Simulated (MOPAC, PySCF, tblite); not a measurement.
Bond stretch in SMILES S (H2S). The S1–H3 bond (S1 also carries H; H3 carries nothing else) is pulled apart rigidly from the PBE0/def2-TZVP optimised geometry.

Levels: GFN2-xTB, 300 K electronic temperature (tblite); PM6, restricted, heats of formation (MOPAC); RHF/6-31G (PySCF); UMP2/6-31G* = unrestricted MP2 (frozen core)/6-31G*, spherical d (PySCF 2.14.0); UCCSD(T) = CCSD(T) on UHF/6-31G, 5 core orbitals frozen (PySCF).

Energies are in kcal/mol, each relative to the lowest point of its own curve near equilibrium.

```json
[
 {"R / Å": "1.01", "GFN2-xTB": "57.1", "PM6": "54.1", "RHF": "69.9", "UMP2/6-31G*": "67.2", "UCCSD(T)": "75.3"},
 {"R / Å": "1.08", "GFN2-xTB": "28.3", "PM6": "31.1", "RHF": "38.3", "UMP2/6-31G*": "36.1", "UCCSD(T)": "42.8"},
 {"R / Å": "1.15", "GFN2-xTB": "12.0", "PM6": "15.6", "RHF": "18.5", "UMP2/6-31G*": "16.7", "UCCSD(T)": "22.0"},
 {"R / Å": "1.20", "GFN2-xTB": "5.4", "PM6": "8.2", "RHF": "9.5", "UMP2/6-31G*": "8.2", "UCCSD(T)": "12.3"},
 {"R / Å": "1.26", "GFN2-xTB": "1.3", "PM6": "2.7", "RHF": "3.2", "UMP2/6-31G*": "2.4", "UCCSD(T)": "5.0"},
 {"R / Å": "1.29", "GFN2-xTB": "0.3", "PM6": "1.1", "RHF": "1.4", "UMP2/6-31G*": "0.9", "UCCSD(T)": "2.7"},
 {"R / Å": "1.34", "GFN2-xTB": "0.0", "PM6": "0.0", "RHF": "0.0", "UMP2/6-31G*": "0.0", "UCCSD(T)": "0.5"},
 {"R / Å": "1.37", "GFN2-xTB": "0.4", "PM6": "0.1", "RHF": "0.0", "UMP2/6-31G*": "0.3", "UCCSD(T)": "0.0"},
 {"R / Å": "1.41", "GFN2-xTB": "1.4", "PM6": "1.0", "RHF": "0.8", "UMP2/6-31G*": "1.4", "UCCSD(T)": "0.1"},
 {"R / Å": "1.47", "GFN2-xTB": "3.9", "PM6": "3.7", "RHF": "3.2", "UMP2/6-31G*": "4.4", "UCCSD(T)": "1.4"},
 {"R / Å": "1.54", "GFN2-xTB": "7.7", "PM6": "8.5", "RHF": "7.5", "UMP2/6-31G*": "9.3", "UCCSD(T)": "4.3"},
 {"R / Å": "1.65", "GFN2-xTB": "14.9", "PM6": "18.4", "RHF": "16.2", "UMP2/6-31G*": "18.7", "UCCSD(T)": "10.7"},
 {"R / Å": "1.82", "GFN2-xTB": "27.3", "PM6": "36.9", "RHF": "32.1", "UMP2/6-31G*": "38.1", "UCCSD(T)": "22.3"},
 {"R / Å": "2.00", "GFN2-xTB": "40.9", "PM6": "57.2", "RHF": "49.7", "UMP2/6-31G*": "58.7", "UCCSD(T)": "34.5"},
 {"R / Å": "2.20", "GFN2-xTB": "54.9", "PM6": "78.3", "RHF": "68.7", "UMP2/6-31G*": "69.5", "UCCSD(T)": "46.3"},
 {"R / Å": "2.44", "GFN2-xTB": "69.2", "PM6": "100.2", "RHF": "89.6", "UMP2/6-31G*": "75.4", "UCCSD(T)": "56.9"},
 {"R / Å": "2.65", "GFN2-xTB": "79.1", "PM6": "116.0", "RHF": "105.8", "UMP2/6-31G*": "77.7", "UCCSD(T)": "63.3"},
 {"R / Å": "2.92", "GFN2-xTB": "87.8", "PM6": "131.9", "RHF": "123.7", "UMP2/6-31G*": "79.2", "UCCSD(T)": "68.4"},
 {"R / Å": "3.30", "GFN2-xTB": "94.4", "PM6": "147.3", "RHF": "143.6", "UMP2/6-31G*": "79.9", "UCCSD(T)": "71.0"},
 {"R / Å": "3.61", "GFN2-xTB": "97.0", "PM6": "155.8", "RHF": "156.2", "UMP2/6-31G*": "80.2", "UCCSD(T)": "71.5"},
 {"R / Å": "4.03", "GFN2-xTB": "98.4", "PM6": "163.6", "RHF": "168.9", "UMP2/6-31G*": "80.3", "UCCSD(T)": "71.6"},
 {"R / Å": "4.64", "GFN2-xTB": "98.7", "PM6": "170.8", "RHF": "180.9", "UMP2/6-31G*": "80.3", "UCCSD(T)": "71.7"}
]
```

At the longest distance, 4.64 Å, RHF lies highest above its minimum (180.9 kcal/mol) and UCCSD(T) lowest (71.7 kcal/mol).

The restricted form behind PM6, RHF keeps the bonding electrons paired and can't separate into open-shell fragments. The unrestricted determinant behind UMP2/6-31G*, UCCSD(T) is spin-contaminated at 1.82 to 4.64 Å (<S²> up to 1.0, against 0.00 for a pure singlet).
